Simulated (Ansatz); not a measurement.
# BFH4O: the cost of one run

Method: RKS CAM-B3LYP/cc-pVDZ, in Ansatz 0.2.0.

### Step 1. The structure to begin with

Bond lengths: B1–O2 1.760 Å, O2–H3 1.010 Å, B1–H4 1.190 Å, B1–H5 1.190 Å, B1–F6 1.620 Å, O2–H7 1.108 Å. Angles: B1–O2–H3 109.5°, B1–O2–H7 74.8°, H3–O2–H7 113.4°, O2–B1–H4 120.0°, O2–B1–H5 120.0°, O2–B1–F6 71.6°, H4–B1–H5 120.0°, H4–B1–F6 96.8°, H5–B1–F6 101.3°.

Structure file:

```xyz
7

B     0.0000    0.0000    0.0000
O     0.0000    0.0000    1.7600
H    -0.9095   -0.2814    2.0971
H     1.0305    0.0000   -0.5950
H    -1.0305    0.0000   -0.5950
F     0.0726    1.5356    0.5108
H     0.0505    1.0680    1.4702
```

### Step 2. A restrained relaxation towards end A

Springs on the bonds that form and break draw the guess towards this end; the thresholds are loose.

Input file input.yaml:

```yaml
crystal:
  periodic: [false, false, false]
  atoms:
    - { symbol: B, position_ang: [0.0, 0.0, 0.0] }
    - { symbol: O, position_ang: [0.0, 0.0, 1.76] }
    - { symbol: H, position_ang: [-0.9095, -0.2814, 2.0971] }
    - { symbol: H, position_ang: [1.0305, 0.0, -0.595] }
    - { symbol: H, position_ang: [-1.0305, 0.0, -0.595] }
    - { symbol: F, position_ang: [0.0726, 1.5356, 0.5108] }
    - { symbol: H, position_ang: [0.0505, 1.068, 1.4702] }
basis:
  gaussian: { orbitals: cc-pVDZ }
hamiltonian:
  xc: cam_b3lyp
relax:
  f_tol: 0.15
  max_steps: 25
  restrain:
    - { distance: [0, 5], at: 2.52, k: 30.0 }
    - { distance: [6, 1], at: 2.21, k: 30.0 }
    - { distance: [0, 1], at: 1.41, k: 30.0 }
    - { distance: [6, 5], at: 0.92, k: 30.0 }
```

The run is started by

```
$ ansatz run input.yaml --threads 1 --pin off --max-ram 2048MiB --backend cpu --events-out ev --progress --plain --runs-dir out
```

**Question.** How long does this run take on 1 thread of Arm Neoverse V2, shared host, and how much memory does it need?

About 17 s, with a peak of 0.13 GiB.
